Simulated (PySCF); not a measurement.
**AlH5O (SMILES [H][Al]([H])([H])<-[OH2]), step by step**

Aim: a geometry optimisation (HF/6-31++G**), then vibrational wavenumbers, then the energy (MP2/aug-pc-1), then ionisation energies (EOM-CCSD/6-31++G**) of AlH5O. 

The calculation is run with PySCF 2.14.0.

## Step 1: The molecule

The species is AlH5O (7 atoms), meant as a singlet with charge 0. SMILES: `[H][Al]([H])([H])<-[OH2]`. All atoms were displaced at random from a relaxed shape. The run starts from this shape.

Bond lengths: Al1–O2 1.830 Å, O2–H3 0.909 Å, O2–H4 1.057 Å, Al1–H5 1.602 Å, Al1–H6 1.544 Å, Al1–H7 1.478 Å. Angles: Al1–O2–H3 119.8°, Al1–O2–H4 127.9°, O2–Al1–H5 94.2°, O2–Al1–H6 106.1°, O2–Al1–H7 96.6°, H3–O2–H4 111.1°, H5–Al1–H6 123.0°, H5–Al1–H7 114.9°, H6–Al1–H7 114.7°.

## Step 2: A geometry optimisation at HF/6-31++G(d,p) (density fitting with cc-pvtz-jkfit, Cartesian functions) (run 1)

File job.py:

```python
from pyscf import gto, scf
from pyscf.geomopt.geometric_solver import kernel as optimise

mol = gto.M(
    atom='''
Al   0.019264  -0.027004  -0.804587
O   -0.010126   0.014951   1.024643
H   -0.733729  -0.304390   1.471683
H    0.629755   0.552786   1.672217
H    1.616815  -0.102751  -0.895725
H   -0.793197   1.199074  -1.274835
H   -0.675805  -1.322840  -0.955059
''',
    basis='6-31++g**',
    cart=True,
    max_memory=1860,
    verbose=3,
    charge=0,
)

mf = scf.RHF(mol)
mf = mf.density_fit(auxbasis='cc-pvtz-jkfit')
converged, mol_eq = optimise(mf, maxsteps=100)
print('converged:', converged)
print(mol_eq.tostring())

mf.reset(mol_eq)
mol = mol_eq
mf.kernel()
e_final = mf.e_tot
print('E(%s) = %.9f' % ('HF', e_final))
```

Started as:

```bash
$ OMP_NUM_THREADS=1 python job.py
```

Output:

```text
maxiter                   100
[... 36 lines left out ...]
> Convergence Criteria:
[... 21 lines left out ...]
converged SCF energy = -319.652923888709
[... 49 lines left out ...]
converged SCF energy = -319.679127946897
[... 74 lines left out ...]
converged SCF energy = -319.680005943135
[... 74 lines left out ...]
converged SCF energy = -319.680056159686
[... 74 lines left out ...]
converged SCF energy = -319.680185308248
[... 74 lines left out ...]
converged SCF energy = -319.680218389327
[... 63 lines left out ...]
Converged! =D
[... 1 line left out ...]
converged: True
Al          0.07608494       -0.08786383       -0.88089531
O           0.02905114       -0.05251399        1.17638613
H          -0.79034657       -0.21639299        1.62107214
H           0.51474007        0.61314214        1.64223781
H           1.65987150       -0.05302372       -1.05514504
H          -0.71869780        1.26346442       -1.19288751
H          -0.71772627       -1.45698604       -1.07243121
converged SCF energy = -319.680219526332
E(HF) = -319.680219526
```

Wall time 13 s (1 thread of Arm Neoverse V1, shared host); peak memory 0.18 GiB.

Step by step:

```
step  energy from the first frame kept (eV)  largest force (eV/Å)
   0                                 0.0000                6.7917
   1                                -0.6717                1.1577
   2                                -0.7130                0.6324
   3                                -0.7313                0.2772
   4                                -0.7364                0.0780
   5                                -0.7369                0.0504
   6                                -0.7372                0.0469
   7                                -0.7376                0.0459
   8                                -0.7383                0.0680
   9                                -0.7389                0.1055
  10                                -0.7401                0.0690
  11                                -0.7418                0.0446
  12                                -0.7425                0.0168
  13                                -0.7427                0.0142
  14                                -0.7427                0.0117
  15                                -0.7427                0.0027
  16                                -0.7428                0.0021
```

After the run. Bond lengths: Al1–O2 2.058 Å, O2–H3 0.947 Å, O2–H4 0.947 Å, Al1–H5 1.594 Å, Al1–H6 1.598 Å, Al1–H7 1.594 Å. Angles: Al1–O2–H3 119.1°, Al1–O2–H4 119.5°, O2–Al1–H5 97.6°, O2–Al1–H6 99.7°, O2–Al1–H7 97.1°, H3–O2–H4 109.6°, H5–Al1–H6 117.0°, H5–Al1–H7 120.0°, H6–Al1–H7 117.1°.

## Step 3: The harmonic vibrations at HF/6-31++G(d,p) (density fitting with cc-pvtz-jkfit, Cartesian functions) (run 2)

File calc.py:

```python
# Al(H2O)H3
from pyscf import gto, symm
from pyscf.hessian import thermo

mol = gto.M(
    atom='''
Al     0.024751    -0.024152    -0.776689
O     -0.022283     0.011198     1.280592
H     -0.841681    -0.152681     1.725278
H      0.463406     0.676854     1.746444
H      1.608537     0.010688    -0.950939
H     -0.770032     1.327176    -1.088682
H     -0.769060    -1.393274    -0.968225
''',
    basis='6-31++g**',
    max_memory=1860,
    cart=True,
    verbose=3,
)

myscf = mol.RHF()
myscf = myscf.density_fit(auxbasis='cc-pvtz-jkfit')
myscf.kernel()

e_final = myscf.e_tot
print(f'total energy: {e_final:.8f} hartree')
hess = myscf.Hessian().kernel()
modes = thermo.harmonic_analysis(mol, hess)
thermo.dump_normal_mode(mol, modes)
symm.geom.TOLERANCE = 1e-3  # for the symmetry number
th = thermo.thermo(myscf, modes['freq_au'], 298.15, 101325)
thermo.dump_thermo(mol, th)
```

Started as:

```bash
$ OMP_NUM_THREADS=1 python calc.py
```

Output:

```text
converged SCF energy = -319.680219526311
total energy: -319.68021953 hartree
[... 84 lines left out ...]
Gibbs free energy [Eh] -319.65796
```

Wall time 18 s (1 thread of Arm Neoverse V1, shared host); peak memory 0.47 GiB.

## Step 4: The energy at MP2/aug-pc-1 (density fitting, SS(V)PE cyclohexane) (run 3)

File input.xyz:

```xyz
7
AlH5O
Al     0.076085    -0.087864    -0.880895
O      0.029051    -0.052514     1.176386
H     -0.790347    -0.216393     1.621072
H      0.514740     0.613142     1.642238
H      1.659871    -0.053024    -1.055145
H     -0.718698     1.263464    -1.192888
H     -0.717726    -1.456986    -1.072431
```

File calc.py:

```python
from pyscf import gto, mp, solvent
from pyscf import df

mol = gto.M(
    atom='input.xyz',
    basis='aug-pc-1',
    spin=0,
    verbose=3,
    max_memory=1860,
    charge=0,
)

hf = mol.RHF()
hf = hf.density_fit(auxbasis=df.aug_etb(mol, beta=2.0))
hf = hf.PCM()
hf.with_solvent.method = 'SS(V)PE'
hf.with_solvent.eps = 2.0165
hf.kernel()

pt = mp.MP2(hf).run()
e_final = pt.e_tot
print('E(%s) = %.9f' % ('MP2', e_final))
hf.analyze()
```

Started as:

```bash
$ OMP_NUM_THREADS=1 python calc.py
```

Output:

```text
WARN: PCM is an experimental feature. It is still in testing.
Features and APIs may be changed in the future.

[... 15 lines left out ...]
MO #11  energy= -0.514392103116612 occ= 2
[... 11 lines left out ...]
MO #23  energy= 0.126382790840361  occ= 0
[... 11 lines left out ...]
MO #35  energy= 0.263014625722147  occ= 0
[... 11 lines left out ...]
MO #47  energy= 0.377106410669255  occ= 0
[... 11 lines left out ...]
MO #59  energy= 0.689975052131012  occ= 0
[... 11 lines left out ...]
MO #71  energy= 1.3345941506471    occ= 0
[... 11 lines left out ...]
MO #83  energy= 2.38848551134823   occ= 0
[... 11 lines left out ...]
MO #95  energy= 4.09061101836025   occ= 0
[... 8 lines left out ...]
Dipole moment(X, Y, Z, Debye): -0.63986,  0.90622,  5.19469
```

Wall time 11 s (1 thread of Arm Neoverse V1, shared host); peak memory 0.33 GiB.

## Step 5: Ionisation energies at EOM-CCSD/6-31++G(d,p) (spherical functions, root kind ip) (run 4)

File mol.xyz:

```xyz
7

Al     0.076085    -0.087864    -0.880895
O      0.029051    -0.052514     1.176386
H     -0.790347    -0.216393     1.621072
H      0.514740     0.613142     1.642238
H      1.659871    -0.053024    -1.055145
H     -0.718698     1.263464    -1.192888
H     -0.717726    -1.456986    -1.072431
```

File calc.py:

```python
import numpy
from pyscf import gto, scf, cc

system = gto.Mole()
system.atom = 'mol.xyz'
system.max_memory = 1860
system.verbose = 3
system.basis = '6-31++g**'
system.build()

mf = scf.RHF(system)
mf.kernel()

mycc = cc.CCSD(mf, frozen=6)
mycc.kernel()
etot = mycc.e_tot
print(f'total energy: {etot:.8f} hartree')

e, vec = mycc.ipccsd(nroots=3)
roots = numpy.atleast_1d(e) * 27.211386
print('EOM-IP-CCSD roots (eV)')
for i, w in enumerate(roots, 1):
    print('%3d %10.4f' % (i, w))
```

Started as:

```bash
$ OMP_NUM_THREADS=1 python calc.py
```

Output:

```text
converged SCF energy = -319.67935269894
E(CCSD) = -319.9811495298966  E_corr = -0.3017968309569948
total energy: -319.98114953 hartree
EOM-IP-CCSD roots (eV)
  1    10.0762
  2    10.2702
  3    12.9841
```

It took 4.8 s on 1 thread of Arm Neoverse V1, shared host; peak memory 0.22 GiB.

## Step 6: Results

| quantity | value |
| --- | --- |
| run 1, HF/6-31++G**: total energy at the end | -319.68022 Eh |
| run 1, HF/6-31++G**: dipole moment | 5.10 D |
| run 1, HF/6-31++G**: HOMO energy | -10.65 eV |
| run 1, HF/6-31++G**: LUMO energy | 0.51 eV |
| run 1, HF/6-31++G**: HOMO–LUMO gap | 11.16 eV |
| run 2, HF/6-31++G**: lowest harmonic wavenumber | 87i cm⁻¹ (imaginary) |
| run 2, HF/6-31++G**: highest harmonic wavenumber | 4223 cm⁻¹ |
| run 3, MP2/aug-pc-1: total energy | -319.97726 Eh |
| run 3, MP2/aug-pc-1: dipole moment (Hartree–Fock density) | 5.31 D |
| run 3, MP2/aug-pc-1: HOMO energy (Hartree–Fock orbitals) | -10.86 eV |
| run 3, MP2/aug-pc-1: LUMO energy (Hartree–Fock orbitals) | 0.63 eV |
| run 3, MP2/aug-pc-1: HOMO–LUMO gap (Hartree–Fock orbitals) | 11.49 eV |
| run 3, MP2/aug-pc-1: correlation energy | -304.1 mEh |
| run 3, MP2/aug-pc-1: solvent term in the energy | -27.8 kJ/mol |
| run 4, EOM-CCSD/6-31++G**: ground-state or mean-field energy | -319.98115 Eh |
| run 4, EOM-CCSD/6-31++G**: dipole moment (Hartree–Fock density) | 5.10 D |
| run 4, EOM-CCSD/6-31++G**: HOMO energy (Hartree–Fock orbitals) | -10.65 eV |
| run 4, EOM-CCSD/6-31++G**: LUMO energy (Hartree–Fock orbitals) | 0.51 eV |
| run 4, EOM-CCSD/6-31++G**: HOMO–LUMO gap (Hartree–Fock orbitals) | 11.16 eV |
| run 4, EOM-CCSD/6-31++G**: correlation energy (6 core orbitals frozen) | -301.8 mEh |
| run 4, EOM-CCSD/6-31++G**: T1 diagnostic | 0.010 |
| run 4, EOM-CCSD/6-31++G**: first ionisation energy | 10.08 eV |

In words: The optimisation (run 1, HF/6-31++G**) took 16 steps and changed the energy by -0.743 eV. 1 mode is imaginary (lowest 87i cm⁻¹): a first-order saddle point. Mulliken charges (run 3, MP2/aug-pc-1) of the mean-field density run from -0.61 on O2 to +1.59 on Al1; in a basis this large or diffuse they mean little.
